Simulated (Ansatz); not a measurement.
Geometry optimisation, RHF/def2-TZVP (Ansatz).

The input (input.yaml):

```yaml
crystal:
  periodic: [false, false, false]
  atoms:
    - { symbol: O, position_ang: [0.5471, -0.4305, 0.8114] }
    - { symbol: P, position_ang: [0.0948, 0.2845, -0.6186] }
    - { symbol: H, position_ang: [0.8646, -1.2728, 0.6557] }
    - { symbol: H, position_ang: [-1.1477, -0.2044, -0.7338] }
    - { symbol: H, position_ang: [-0.3089, 1.5495, -0.1561] }
basis:
  gaussian: { orbitals: def2-TZVP }
hamiltonian:
  xc: hf
relax:
  f_tol: 0.015
  max_steps: 40
```

Launched with:

```bash
$ ansatz run input.yaml --threads 1 --pin off --max-ram 2048MiB --backend cpu --events-out ev --progress --plain --runs-dir out
```

Q: Where does it end, and by what steps?

A: The forces met the threshold. After 7 steps the energy has fallen by 0.182 eV; H3 moved furthest, 0.31 Å.

| step | energy less start (eV) | largest force component (eV/Å) | accepted |
| --- | --- | --- | --- |
| 0 | 0.0000 | 2.255 | yes |
| 1 | -0.1268 | 0.700 | yes |
| 2 | -0.1437 | 1.079 | yes |
| 3 | -0.0878 | 1.098 | no |
| 4 | -0.1680 | 0.712 | yes |
| 5 | -0.1823 | 0.057 | yes |
| 6 | -0.1822 | 0.059 | no |
| 7 | -0.1825 | 0.010 | yes |

```xyz
5
Properties=species:S:1:pos:R:3
O 0.346 -0.571 0.774
P 0.067 0.209 -0.628
H 1.118 -1.108 0.734
H -1.294 -0.101 -0.798
H -0.187 1.497 -0.124
```

Whether the end is a true minimum wasn't checked by a vibrational analysis.

Run time: 12 s on 1 thread of Intel(R) Xeon(R) Processor @ 2.50GHz (Skylake/Cascade Lake), with other jobs on the host, peak memory 0.13 GiB.
